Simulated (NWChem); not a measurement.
System: hydrogen chloride (HCl); SMILES Cl

```xyz
2

Cl     0.0000     0.0000     0.0805
H      0.0000     0.0000    -1.2156
```
Atoms are numbered in this order, from 1.

Results from NWChem. Pople sets run with spherical d functions. The geometry was optimised at PBE-D3(BJ)/def2-SVP. Vzz is the largest principal value of the second derivative of the potential at the nucleus (NWChem prints the opposite sign); η is the asymmetry. Non-relativistic.

For level Hartree-Fock/6-31G*:

| Item | Result |
|---|---|
| Vzz Cl1 (a.u.) | 3.457 |

Problem. Estimate the same quantities for level PBE0/def2-SVP.

Solution. 
- Vzz Cl1 (a.u.): 3.615
